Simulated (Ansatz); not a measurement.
# BeBH (triplet): from Hartree-Fock to the top rungs, cc-pVTZ

An exercise on one series of results from a longer session: the logs are not shown, and one member is left open.

Program: Ansatz 0.2.0, Gaussian basis. Level of theory: cc-pVTZ, core rule «outside noble gas», up to 2 orbitals frozen. These are calculated values, not measurements.

Plan: UHF; CCSD(T) on ROHF; CCSD(T) on UHF; BCCD(T) on ROHF; CCSDT(Q) on ROHF; CCSDT(Q) on UHF.

37 further runs of the same task are left out: 14 for a known fault of the program, 1 for a mislabelled method, 9 that didn't finish, 13 set aside as unsound or not needed.

## The system

The geometry is a PBE0/def2-TZVP stationary point (not a proven minimum).

3 atoms, charge 0, spin multiplicity 3.

Atoms are counted from 1 here; the program's logs count them from 0.

Bond lengths: B1–Be2 1.813 Å, B1–H3 1.189 Å. Angles: Be2–B1–H3 180.0°.

The first run:

in.yaml

```yaml
crystal:
  periodic: [false, false, false]
  atoms:
    - {symbol: B, position_ang: [0.000000, 0.000000, 0.207806]}
    - {symbol: Be, position_ang: [0.000000, 0.000000, -1.605007]}
    - {symbol: H, position_ang: [0.000000, 0.000000, 1.397201]}
basis:
  gaussian: {orbitals: cc-pVTZ}
magnetization: {spin_polarized: true, initial_magnetization: 2}
hamiltonian: {xc: hf}
output: {orbitals: {seedname: orbitals}}
```

Launch:

```sh
$ ansatz run in.yaml --threads 1 --pin off --events-out ev --progress --plain --max-ram 2393MiB
```

Among the steps run: UHF; CCSD(T) on ROHF; CCSD(T) on UHF; BCCD(T) on ROHF; CCSDT(Q) on ROHF; CCSDT(Q) on UHF.

One of the session's tables, all rows but one given; the rest of the session is left out.

It belongs to the step «Misses and costs». 

| method | from UCCSDT(Q) (kJ/mol) |
| --- | --- |
| ROHF | +323.3 |
| UHF | +315.1 |
| RMP2 | +71.2 |
| UMP2 | +72.1 |
| RCCSD | +12.5 |
| UCCSD | +12.3 |
| RCCSD(T) | +2.7 |
| UCCSD(T) | +2.7 |
| BCCD(T) | +2.7 |
| RCCSDT | +0.4 |
| UCCSDT | ? |
| RCCSDT(Q) | +0.1 |
| UCCSDT(Q) | 0 |

Q: Estimate the row for UCCSDT from the others.

The run gave: from UCCSDT(Q) (kJ/mol): +0.3. In the column «from UCCSDT(Q) (kJ/mol)» it lies between RCCSDT(Q) (+0.1) and RCCSDT (+0.4).

Caveats from the session: Restricted and unrestricted rows rest on different reference determinants; where their highest levels disagree by more than a few hundredths of an eV, they describe different states and don't form one ladder.
